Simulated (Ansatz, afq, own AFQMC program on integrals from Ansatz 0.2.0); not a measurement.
# Atomization energy of GaSiH$_{4}$SBrO, singlet

```xyz
9

Si    0.9429   -1.4844   -0.1701
O    -0.1439   -0.3015    0.2589
Ga   -0.5793    1.3673   -0.1347
S    -2.1920    2.3199    0.9820
Br    0.5508    2.4563   -1.7820
H     2.2906   -1.1940    0.4075
H     1.0715   -1.5857   -1.6565
H     0.4510   -2.7849    0.3698
H    -2.3917    1.2070    1.7251
```

Atoms in their ground-state spins without spin–orbit coupling (mostly on UHF) minus the molecule (RHF), without zero-point energy. The geometry is a stationary point, not shown to be a minimum.

Basis def2-TZVP. Only valence electrons are correlated. Integrals, coupled cluster, full CI and functionals: Ansatz 0.2.0; the random walks run on the same integrals in our own AFQMC program. ph-AFQMC/CISD is guided by a CISD state made of CCSD amplitudes; releasing the constraint for a short imaginary time cuts its bias at the price of noise, slowly where states lie close. ± is one standard error of the sampling. No spin–orbit coupling. The errors of all members are added in quadrature.

No full CI on the walks' own integrals is used here. The released AFQMC energy serves as the reference, which it does only where one determinant dominates, the energy is flat over the last release times and near the phaseless one (40 meV or 2 meV an electron, half that with transition metals). On small molecules, where full CI could be run and the noise was under 10 meV, such values lay within 10 meV of it in 19 cases of 20, a flattering rate, since the rule was set on those same cases; what remains of the bias isn't in the error bar. Each member takes its own surest rung, up to full CI.

The best estimate is CCSD(T) at the basis-set limit (CBS: def2-TZVPP and def2-QZVPP, with their diffuse functions for anions and beside diffuse sets, CCSD(T) itself extrapolated) plus the step from CCSD(T) to AFQMC with the constraint released in def2-TZVP. Rows without CBS are in def2-TZVP; B2PLYP and the wave-function rows carry a basis error of their own. Core correlation and relativity beyond core potentials are missing, and ± holds the sampling alone.

Cautions: inner d shell frozen; no relativity below Rb; no spin-orbit coupling; GaSiH₄SBrO (singlet): the released value is read at 0.60 1/Eh with a noise of 22 meV, more than in the cases checked (meV from the phaseless value at times in 1/Eh: 11 ± 24 at 0.20, 33 ± 23 at 0.40, 36 ± 22 at 0.60); other spins of the molecule weren't checked.

Best estimate: 29.203 ± 0.022 eV.

| level | atomization energy (eV) | error against the best estimate (eV) |
| --- | --- | --- |
| HF | 21.133 | -8.070 ± 0.022 |
| MP2 | 28.533 | -0.671 ± 0.022 |
| CCSD | 27.527 | -1.676 ± 0.022 |
| CCSD(T) | 27.986 | -1.217 ± 0.022 |
| ph-AFQMC/CISD | 28.004 ± 0.019 | -1.200 ± 0.029 |
| released AFQMC | 27.949 ± 0.023 | -1.255 |
| HF/CBS | 21.200 | -8.003 ± 0.022 |
| MP2/CBS | 29.795 | 0.591 ± 0.022 |
| CCSD(T)/CBS | 29.255 | 0.052 ± 0.022 |
| PBE | 28.663 | -0.540 ± 0.022 |
| r2SCAN | 29.095 | -0.108 ± 0.022 |
| PBE0 | 28.368 | -0.836 ± 0.022 |
| B3LYP | 28.153 | -1.050 ± 0.022 |
| wB97M-V | 28.922 | -0.281 ± 0.022 |
| B2PLYP | 28.333 | -0.871 ± 0.022 |

Correlation beyond CCSD(T) takes off 0.052 ± 0.022 eV. Going to the basis-set limit adds 1.269 eV at CCSD(T). The perturbative (T) step is worth +0.459 eV.

Best estimates are given only where the step beyond CCSD(T) is under 0.3 eV and no member's determinant is very poor (T1 over 0.05, or 0.07 for open shells, ⟨S²⟩ too high by 0.3, two states mixed), so the hardest cases are missing from such tables.

The functionals ran in a triple-zeta set and keep a basis error of their own, a few kJ/mol for each bond in atomization energies and more for double hybrids, so close places among them and the extrapolated levels can swap.

Each member of a difference takes its own highest rung, so a best estimate needn't equal the limit plus the step of one row. Released energies are given only where the last usable release times agree within the noise; a slower fall can still hide under it.
